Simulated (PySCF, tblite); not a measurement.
**CH₇O₂+, an ion with solvent molecules as drawn: NMR shifts, interaction energy, infrared bands, spin-spin couplings and core binding energies**

An exercise on one series of results from a longer session: the logs are not shown, and one member is left open.

Computed with tblite 0.8.0 and PySCF 2.14.0; each step states its level. No surroundings beyond the atoms listed, unless a continuum is named. Atoms count from 0, parts from 1.

## The system as given

10 atoms, charge 1, multiplicity 1; geometry: rigid parts in contact. Parts: 1 = atoms 0–3, `[OH3+]`, charge 1; 2 = atoms 4–9, `CO`, charge 0.

The first run:

Job settings and geometry (Å):

```
{"job": {"kind": "dock", "xc": "GFN2-xTB", "basis": "xTB"}, "charge": 1, "multiplicity": 1, "parts": [{"atoms": "0-3", "charge": 1, "multiplicity": 1}, {"atoms": "4-9", "charge": 0, "multiplicity": 1}]}
O     -0.002002     0.000161     0.213302
H     -0.532501    -0.776187    -0.075442
H     -0.404772     0.849828    -0.075445
H      0.939274    -0.073802    -0.062415
C     -1.311618     2.874290     1.302232
O     -1.410460     2.641827    -0.081131
H     -0.956416     1.987224     1.837687
H     -0.645993     3.715061     1.525318
H     -2.314635     3.117240     1.647808
H     -0.538351     2.423676    -0.426009
```

Level: GFN2-xTB search for minima from random contacts, gas phase.

Command:

```bash
OMP_NUM_THREADS=1 python cluster_run.py task.json out
```

One launch serves the whole session: the jobs run in the order shown.

Steps of the session up to this table: Search for minima with GFN2-xTB; Geometry optimisation at PBE0-D3(BJ)/def2-TZVPD; Nuclear shieldings: PBE0/pcSseg-2; Coupled-cluster interaction energy: CCSD(T) and MP2.

One of the session's tables, all rows but one given; the rest of the session is left out.

It belongs to the step «Coupled-cluster interaction energy: CCSD(T) and MP2». 

```
                 method  interaction energy (kcal/mol)
         HF/aug-cc-pVDZ                         -85.26
        MP2/aug-cc-pVDZ                         -80.31
       CCSD/aug-cc-pVDZ                         -80.15
    CCSD(T)/aug-cc-pVDZ                         -79.76
         HF/aug-cc-pVQZ                              ?
        MP2/aug-cc-pVQZ                         -83.69
    SCS-MP2/aug-cc-pVQZ                         -82.75
      MP2, extrapolated                         -84.15
CCSD(T), limit estimate                         -83.60
```

Q: Estimate the row for HF/aug-cc-pVQZ from the others.

The run gave: interaction energy (kcal/mol): -86.61. In the column «interaction energy (kcal/mol)» it is the lowest.

At this geometry H2 has moved to O5 of another part (1.08 Å), so this energy is mostly that of cutting a chemical bond between strained fragments, not an intermolecular interaction.

Limits of these values: Shifts at one fixed geometry are not the observed spectrum, which averages over the motion. The interaction energy leaves out the deformation of the parts, 41.61 kcal/mol at MP2. So large a deformation means that a part is far from its own minimum, so a sum across the two methods would be rough. The parts are strongly deformed in the cluster, so the interaction energy holds bonds cut by the partition and is not to be read as the attraction of intact molecules.
